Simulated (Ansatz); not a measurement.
Rhombohedral A7 Bi, treated with r²SCAN+rVV10 (Ansatz, a first-principles code, plane waves, PAW).

Run with plane-wave cutoff 560 eV, 16×16×16 k mesh, Fermi–Dirac smearing 0.05 eV, scalar-relativistic PAW data made under PBE.

Response to compression and expansion:

Shape and atoms are relaxed at each volume.

| V (Å³/atom) | P (GPa) | c (Å) | a (Å) |
|---|---|---|---|
| 34.091 | 1.48 | 11.712 | 4.491 |
| 34.802 | 0.69 | 11.884 | 4.504 |
| 35.512 | 0.02 | 12.050 | 4.519 |
| 36.222 | -0.56 | 12.236 | 4.529 |
| 36.932 | -1.04 | 12.422 | 4.539 |

Note: the bulk modulus comes from volumes at which shape and atoms were relaxed.
